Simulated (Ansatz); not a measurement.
`[AlH2][CH2][SiH3]` + NH₃ → `[NH2][AlH2]` + `C[SiH3]` at 600 K and 1 bar (ligand exchange at the Al–C bond).

Program: Ansatz. Geometries: PBE0-D4/def2-TZVP. ΔE: electronic, gas phase. CCSD(T)/CBS adds triple-zeta CCSD(T) − MP2 to the extrapolated MP2 energy (def2 sets, frozen cores). This one scheme is used for every species.

| species | CCSD(T)/CBS energy (Eh) | H − E (kJ/mol) | S (J/(mol·K)) |
| --- | --- | --- | --- |
| `[AlH2][CH2][SiH3]` | -573.34237 | 226.7 | 417.6 |
| NH₃ | -56.50880 | 112.4 | 219.5 |
| `[NH2][AlH2]` | -299.14566 | 138.4 | 304.9 |
| `C[SiH3]` | -330.73916 | 199.7 | 315.0 |

H − E and S are ideal-gas, rigid-rotor, harmonic terms from PBE0-D4/def2-TZVP. 1 Eh = 2625.50 kJ/mol, R = 8.31446 J/(mol·K).

Task: By hand: ΔE, ΔH, ΔS and ΔG.

Result: ΔE = (-299.14566) + (-330.73916) − (-573.34237) − (-56.50880) = -0.03365 Eh = -88.3 kJ/mol. Δ(H − E) = 138.4 + 199.7 − 226.7 − 112.4 = -1.0, so ΔH = -89.3 kJ/mol. ΔS = 304.9 + 315.0 − 417.6 − 219.5 = -17.2 J/(mol·K). ΔG = -89.3 − 600 × (-17.2)/1000 = -79.0 kJ/mol.

Task: By hand: the equilibrium constant, and the temperature at which ΔG would vanish if ΔH and ΔS stayed fixed.

Result: log₁₀ K = −ΔG/(RT ln 10) = 6.9. ΔG = 0 at ΔH/ΔS = 5192 K, far beyond where these terms or the molecules hold.

ΔH outweighs TΔS. A doubt of 5 kJ/mol in ΔE shifts log₁₀ K by 0.4 here. These are equilibria of isolated gas molecules and say nothing of rates. Largest T1 diagnostic: 0.011 (customary marks: 0.02 for closed shells, 0.045 for open ones).
